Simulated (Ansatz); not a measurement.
**TiAs: a prediction, then the measurements**

Computed with DFT r2SCAN, scalar-relativistic, plane waves, PAW in Ansatz.

Settings: cutoff 500 eV, Γ-centred mesh 12×12×8 on the computed 4-atom cell, Gaussian smearing of 0.10 eV; no spin polarisation.

Relaxed structure, symmetry kept:

```xyz
4
Lattice="3.6706 0.0000 0.0000 -1.8353 3.1788 0.0000 0.0000 0.0000 6.0403" Properties=species:S:1:pos:R:3 pbc="T T T"
Ti    0.0000    0.0000    3.0201
Ti    0.0000    0.0000    0.0000
As    1.8353    1.0596    4.5302
As    0.0000    2.1192    1.5101
```

| Quantity | Value |
| --- | --- |
| Space group | P6_3/mmc (No. 194) |
| Volume per atom | 17.62 Å³ |
| Formation energy from the elements' standard states (uncorrected) | -1.060 eV/atom |
| Generalised Kohn–Sham band gap | none (metal) |
| Density of states at the Fermi level | 3.16 states/eV per cell |
| Löwdin character within 0.5 eV of the Fermi level | Ti 3d 92 % |
| Bulk modulus | 121 GPa |
| Its pressure derivative | 4.2 |
| Bader charges (e) | Ti (2 in the cell) 1.44, As (2 in the cell) -1.44 |

**What was measured.**

From “Properties of Binary Transition-Metal Arsenides (TAs)”, 2012, arxiv:1205.3947, for a powder of TiAs at 300 K: lattice constant a 3.64305 ± 0.00001 Å; lattice constant c 12.0555 ± 0.00005 Å.

Against the measured lattice constant a of TiAs, 3.64305 Å (300 K; powder; the paper above), the calculated 3.671 Å is off by +0.8 %. The measured c of this compound is far from this cell's, so the row may belong to another stacking. Against the measured lattice constant c of TiAs, 12.0555 Å (300 K; powder; the paper above), the calculated 6.040 Å is off by -49.9 %. So large a difference can come from the functional (as between layers that it hardly binds), but also from another choice of axes, another phase or a misread value. The calculation is for 0 K without zero-point motion.